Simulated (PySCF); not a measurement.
Spin–orbit doublets of 2p levels

Compound: CS2.
Bonds: S1–C2 (double), C2–S3 (double).

Theory: delta-SCF UKS SCAN, pcX-2 on the ionised atom, pcseg-1 elsewhere, spin-free X2C (PySCF 2.14.0). Vertical ΔSCF values, vacuum level as zero. 2p3/2 and 2p1/2 are the ΔSCF energy of one spin-free 2p hole plus the eigenvalues of a spin–orbit and ligand-field matrix of the shell. The splitting includes the ligand field, and 2p3/2 is the mean of two sublevels.

When a 2p electron fills a 1s hole, the emitted photon carries the energy difference of the two hole states (Kα1 from 2p3/2, Kα2 from 2p1/2), here at the ground state's geometry.

```tsv
atom	Kα1 (eV)	Kα2 (eV)	2p3/2 binding energy (eV)
S1/S3	2307.84	2306.61	170.17
```

Question: What are the 1s and 2p1/2 binding energies?

Answer: 1s = Kα1 + 2p3/2, and 2p1/2 = 1s − Kα2:

```csv
atom,environment,1s (eV),2p1/2 (eV)
S1/S3,sulfur bonded to C,2478.01,171.40
```

Question: And the 1s levels of the other atoms?

Answer: C2 (central carbon of cumulated double bonds) 293.43 eV.

Atoms equivalent by their bonding share one computed value, that of the first of them. Isolated species at its PBE0-D3(BJ)/def2-SVP geometry, gas phase.
